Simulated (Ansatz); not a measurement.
# BNH3 (doublet): from Hartree-Fock to the top rungs at distance B1–N2 = 1.118 Å, cc-pVDZ

An exercise on one series of results from a longer session: the logs are not shown, and one member is left open.

Method: cc-pVDZ, core rule «outside noble gas», up to 2 orbitals frozen; program: Ansatz 0.2.0, Gaussian basis.

The runs, in order: UHF; CCSD(T) on ROHF; CCSD(T) on UHF; BCCD(T) on ROHF; CISD; CCSDT(Q) on ROHF; CCSDT(Q) on UHF; CASSCF and MRCISD+Q, 3 electrons in 3 orbitals; CASSCF and NEVPT2, 3 electrons in 3 orbitals.

23 further runs of the same task are left out: 2 for a mislabelled method, 11 that didn't finish, 10 set aside as unsound or not needed.

### The system

The geometry derives from a PBE0/def2-TZVP stationary point (not a proven minimum). One bond is set to the value named and the two fragments are kept rigid.

5 atoms, charge 0, spin multiplicity 2.

Atoms are counted from 1 here; the program's logs count them from 0.

Bond lengths: B1–N2 1.118 Å, B1–H3 1.195 Å, N2–H4 1.011 Å, N2–H5 1.007 Å. Angles: N2–B1–H3 125.1°, B1–N2–H4 123.7°, B1–N2–H5 123.2°, H4–N2–H5 113.1°.

Set-up of the first run:

The input, in.yaml:

```yaml
crystal:
  periodic: [false, false, false]
  atoms:
    - {symbol: B, position_ang: [0.000000, -0.153277, 0.641644]}
    - {symbol: N, position_ang: [0.000000, 0.047857, -0.458115]}
    - {symbol: H, position_ang: [0.000000, 0.684345, 1.494363]}
    - {symbol: H, position_ang: [0.000000, 0.976176, -0.858327]}
    - {symbol: H, position_ang: [0.000000, -0.681533, -1.152073]}
basis:
  gaussian: {orbitals: cc-pVDZ}
magnetization: {spin_polarized: true, initial_magnetization: 1}
hamiltonian: {xc: hf}
output: {orbitals: {seedname: orbitals}}
```

Run with:

```
ansatz run in.yaml --threads 1 --pin off --events-out ev --progress --plain --max-ram 2393MiB
```

Steps of the session up to this table: UHF; CCSD(T) on ROHF; CCSD(T) on UHF; BCCD(T) on ROHF; CISD; CCSDT(Q) on ROHF; CCSDT(Q) on UHF; CASSCF and MRCISD+Q, 3 electrons in 3 orbitals; CASSCF and NEVPT2, 3 electrons in 3 orbitals.

One of the session's tables, all rows but one given; the rest of the session is left out.

It belongs to the step «Misses and costs». 

| method | from UCCSDT(Q) (kJ/mol) |
| --- | --- |
| ROHF | +701.6 |
| UHF | +697.2 |
| RMP2 | +80.4 |
| UMP2 | +80.0 |
| CISD | +61.0 |
| RCCSD | +18.5 |
| UCCSD | +18.5 |
| RCCSD(T) | +2.5 |
| UCCSD(T) | +2.5 |
| BCCD(T) | +2.4 |
| RCCSDT | +1.1 |
| UCCSDT | +1.1 |
| RCCSDT(Q) | ? |
| UCCSDT(Q) | 0 |

Estimate the missing values for RCCSDT(Q).

As computed: from UCCSDT(Q) (kJ/mol): +0.1. In the column «from UCCSDT(Q) (kJ/mol)» it lies between UCCSDT(Q) (0) and RCCSDT (+1.1).

Left out of the table: CASSCF pair, NEVPT2 pair, MRCISD pair, MRCISD+Q pair (the active space lost an orbital or holds another state than full CI finds).

Caveats from the session: Restricted and unrestricted rows rest on different reference determinants; where their highest levels disagree by more than a few hundredths of an eV, they describe different states and don't form one ladder. Warnings in the runs' records: passed over end.
